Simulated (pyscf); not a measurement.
hydrogen fluoride (HF) + cyclopropane (SMILES C1CC1) + chloride (Cl⁻) → fluoride (F⁻) + H₃C–CH₂–CH₂–Cl, a concerted two-bond exchange (singlet surface; F–H, C–C broken, C–H, C–Cl formed). PySCF, gas phase, ωB97X-D3(BJ)/def2-SVPD geometries. Energies in kJ/mol from the separated reactants.

Small-basis levels: PySCF, no dispersion term, spherical d functions. AM1 to PM7: differences of heats of formation from MOPAC, which are fitted to 298 K values and so differ in kind from electronic energies by zero-point and thermal terms. Cost: rough CPU time at the saddle relative to B3LYP/6-31G*, from one job on a shared machine.

```
level                    barrier  reaction energy        cost
-----------------------  -------  ---------------  ----------
HF/3-21G                   131.1           +295.3        0.06
HF/6-31G*                  167.9           +181.5        0.10
SVWN5/6-31G*               -18.6           +183.4           1
B3LYP/3-21G                 19.0           +309.6         0.8
B3LYP/LANL2DZ              -15.2            +61.0         0.8
B3LYP/6-31G*                55.4           +190.2           1
M06-2X/6-31G*               84.2           +190.7           2
B3LYP/6-311+G**             64.9            +62.9           2
PBE/def2-SVP               -29.4           +129.9           2
B3LYP/def2-SVP               7.8           +120.8           1
AM1                        205.2           +250.3  under 0.02
PM3                        145.7           +161.0  under 0.02
ωB97M-D3(BJ)/def2-TZVPD     89.4            +52.2           –
```

Against the last row the barrier runs from -118.8 (PBE/def2-SVP) to +115.8 kJ/mol (AM1). At HF/3-21G, HF/6-31G*, SVWN5/6-31G*, B3LYP/3-21G, B3LYP/LANL2DZ, B3LYP/6-31G*, M06-2X/6-31G*, PBE/def2-SVP, B3LYP/def2-SVP, AM1, PM3 this geometry lies under one side, so the entry may be no barrier of that level: it is a single point on another level's saddle. ωB97M-D3(BJ)/def2-TZVPD has limits of its own. On the reactant side the descent ends in a bound adduct (not fully relaxed), 54.6 kJ/mol under the separated species and 148.7 kJ/mol under the saddle at ωB97X-D3(BJ)/def2-TZVPD. On the product side the descent ends in a bound adduct, 53.3 kJ/mol under the separated species and 106.0 kJ/mol under the saddle at ωB97X-D3(BJ)/def2-TZVPD. cyclopropane lies 27.5 kJ/mol over its isomer H₂C=CH–CH₃ (electronic energy, ωB97M-D3(BJ)/def2-TZVPD). This is the saddle that the search found; another between the same sides may lie lower.
